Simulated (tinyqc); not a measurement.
ROHF in the sto-3g basis, for NH, spin multiplicity 3, step by step (part 2 of 2). Computed by tinyqc, a small Python program that keeps every step (integrals from PySCF). Command: `OMP_NUM_THREADS=1 python tinyqc.py 24040 24041 out.jsonl` (the two numbers bound the seeds that draw the settings). One thread of a shared host (Intel(R) Xeon(R) Processor @ 2.60GHz), about 0.05 s of CPU time with the checks.

Geometry (angstrom):

| atom | x | y | z |
|---|---|---|---|
| N | 0.0000 | 0.0000 | 0.0000 |
| H | 0.0000 | 0.0000 | 1.7920 |

## Populations, bond orders and dipole

D(alpha) after iteration 10, lower triangle:
```
          1N 1s    1N 2s  1N 2px  1N 2py  1N 2pz   2H 1s
1N 1s    1.0578
1N 2s   -0.2463   1.0512
1N 2px   0.0000   0.0000  1.0000
1N 2py   0.0000   0.0000  0.0000  1.0000
1N 2pz   0.0244  -0.1125  0.0000  0.0000  0.4268
2H 1s   -0.0015  -0.0221  0.0000  0.0000  0.4303  0.4420
```

D(beta) after iteration 10, lower triangle:
```
          1N 1s    1N 2s  1N 2px  1N 2py  1N 2pz   2H 1s
1N 1s    1.0578
1N 2s   -0.2463   1.0512
1N 2px   0.0000   0.0000  0.0000
1N 2py   0.0000   0.0000  0.0000  0.0000
1N 2pz   0.0244  -0.1125  0.0000  0.0000  0.4268
2H 1s   -0.0015  -0.0221  0.0000  0.0000  0.4303  0.4420
```

overlap S, lower triangle:
```
         1N 1s   1N 2s  1N 2px  1N 2py  1N 2pz   2H 1s
1N 1s   1.0000
1N 2s   0.2350  1.0000
1N 2px  0.0000  0.0000  1.0000
1N 2py  0.0000  0.0000  0.0000  1.0000
1N 2pz  0.0000  0.0000  0.0000  0.0000  1.0000
2H 1s   0.0100  0.1485  0.0000  0.0000  0.1680  1.0000
```

Mulliken: Z minus the diagonal of D S on the atom; Loewdin: the same with S^(1/2) D S^(1/2); Mayer order: 2 sum_s sum (D(s) S)_ij (D(s) S)_ji over the two atoms.

Charges (e):

| atom | Mulliken | Loewdin | Mulliken spin |
|---|---|---|---|
| 1N | 0.0220 | 0.0257 | 2.0000 |
| 2H | -0.0220 | -0.0257 | 0.0000 |

Mayer bond orders:

| pair | order |
|---|---|
| 2-1 | 0.9995 |

dipole moment about the origin, x y z (debye): 0.0000  0.0000  0.3452
